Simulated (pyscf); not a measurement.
PySCF, gas phase, ωB97X-D3(BJ)/def2-SVP geometries.

Task: Estimate the classical barrier height and the reaction energy of HO–SiH₂–OH + hydrogen (H₂) → silanol (HO–SiH₃) + water (H₂O) at ωB97M-D3(BJ)/def2-TZVP. The step runs on the singlet surface, breaks O–Si, H–H and forms H–Si, H–O; take the separated reactants as zero.

Result: ΔE‡ = 224.5 kJ/mol, ΔE = +97.0 kJ/mol. Zero-point energy shifts the barrier by +12.9 kJ/mol. It is a four-centre exchange, with an imaginary mode of 1183i cm⁻¹. One saddle was located; it need not be the lowest between these sides.
